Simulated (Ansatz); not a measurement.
**BH2O (doublet): from Hartree-Fock to the top rungs, cc-pVDZ**

One table from this session's results is given with a row withheld; the runs are named, their logs left out.

The runs use Ansatz 0.2.0, Gaussian basis; cc-pVDZ, core rule «outside noble gas», up to 2 orbitals frozen.

To be run: UHF; CCSD(T) on ROHF; CCSD(T) on UHF; BCCD(T) on ROHF; CISD as a restricted active space (open shells left free, so some higher excitations enter); CCSDT(Q) on ROHF; CCSDT(Q) on UHF.

27 further runs of the same task are left out: 15 for a known fault of the program, 4 that didn't finish, 8 set aside as unsound or not needed. Runs told in other sessions of the task aren't counted.

### What is computed

The geometry is a PBE0/def2-TZVP stationary point (not a proven minimum).

4 atoms, charge 0, spin multiplicity 2.

Atoms are counted from 1 here; the program's logs count them from 0.

Bond lengths: B1–O2 1.333 Å, B1–H3 1.201 Å, O2–H4 0.961 Å. Angles: O2–B1–H3 121.0°, B1–O2–H4 114.7°.

Geometry (Å):

```
B     0.00000   -0.23844    0.74156
O     0.00000    0.16072   -0.53033
H     0.00000    0.55896    1.63921
H     0.00000   -0.55255   -1.17499
```

The first run:

Contents of in.yaml:

```yaml
crystal:
  periodic: [false, false, false]
  atoms:
    - {symbol: B, position_ang: [0.000000, -0.238444, 0.741561]}
    - {symbol: O, position_ang: [0.000000, 0.160716, -0.530327]}
    - {symbol: H, position_ang: [0.000000, 0.558957, 1.639208]}
    - {symbol: H, position_ang: [0.000000, -0.552553, -1.174989]}
basis:
  gaussian: {orbitals: cc-pVDZ}
magnetization: {spin_polarized: true, initial_magnetization: 1}
hamiltonian: {xc: hf}
output: {orbitals: {seedname: orbitals}}
```

Launch:

```console
$ ansatz run in.yaml --threads 1 --pin off --events-out ev --progress --plain --max-ram 2393MiB
```

Among the steps run: UHF; CCSD(T) on ROHF; CCSD(T) on UHF; BCCD(T) on ROHF; CISD as a restricted active space (open shells left free, so some higher excitations enter); CCSDT(Q) on ROHF; CCSDT(Q) on UHF.

One of the session's tables, all rows but one given; the rest of the session is left out.

```
   method  from UCCSDT(Q) (meV)
     ROHF               +7628.0
      UHF               +7593.9
     RMP2                +681.0
     UMP2                +675.2
     CISD                +662.8
    RCCSD                +206.1
    UCCSD                +205.8
 RCCSD(T)                 +32.2
 UCCSD(T)                     ?
  BCCD(T)                 +31.3
   RCCSDT                 +17.3
   UCCSDT                 +17.2
RCCSDT(Q)                  +2.3
UCCSDT(Q)                     0
```

Q: Estimate the row for UCCSD(T) from the others.

As computed: from UCCSDT(Q) (meV): +32.1. In the column «from UCCSDT(Q) (meV)» it lies between BCCD(T) (+31.3) and RCCSD(T) (+32.2).

With the free atoms at the same levels and basis (separate runs), the atomisation energy is 12.921 eV at UCCSDT(Q), 12.906 eV at RCCSD(T), 12.904 eV at UCCSD(T), 10.349 eV at ROHF.

Caveats from the session: Restricted and unrestricted rows rest on different reference determinants; a gap between their highest levels can come from leftover correlation error, from unlike frozen cores or from another state.
